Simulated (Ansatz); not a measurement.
A calculation on 1T (CdI2-type) PtSe2 returned lattice constant a 3.760 Å, lattice parameter c 4.859 Å.

For reference: lattice constant a 3.727 Å (measured, temperature not stated, no zero-point or thermal correction; as tabulated in Björkman (2014), arXiv:1406.2436); lattice parameter c 5.074 Å (measured, temperature not stated, zero-point anharmonic expansion removed (computed with revB86b-DF2); no thermal correction; as tabulated in Björkman (2014), arXiv:1406.2436).

**Question.** Which level of theory produced these numbers?
A) HSE06-D3(BJ) (Ansatz (a quantum-chemistry and plane-wave program))
B) PBE0 (Ansatz)
C) BLYP (Ansatz)
D) PBEsol (Ansatz)

**Answer.** D, PBEsol (Ansatz)

The others give: BLYP 3.820 Å, 9.663 Å; HSE06-D3(BJ) 3.717 Å, 4.781 Å; PBE0 3.692 Å, 6.608 Å.

Unless a cell is named, each level is at its own relaxed cell (BLYP 40.70, HSE06-D3(BJ) 19.07, PBE0 26.01, PBEsol 19.83 Å³/atom).

Caveats: exact exchange on metals is sensitive to the k mesh and can open a false gap (HSE06-D3(BJ)); the cell comes from a level without a dispersion term, which matters for the spacing of layers, chains or molecules (BLYP, PBE0, PBEsol); the run warned that the count of filled bands differs between k points (HSE06-D3(BJ)). Ansatz's density-functional and Hartree–Fock values are scalar-relativistic unless marked +SOC, with PAW data made under PBE.
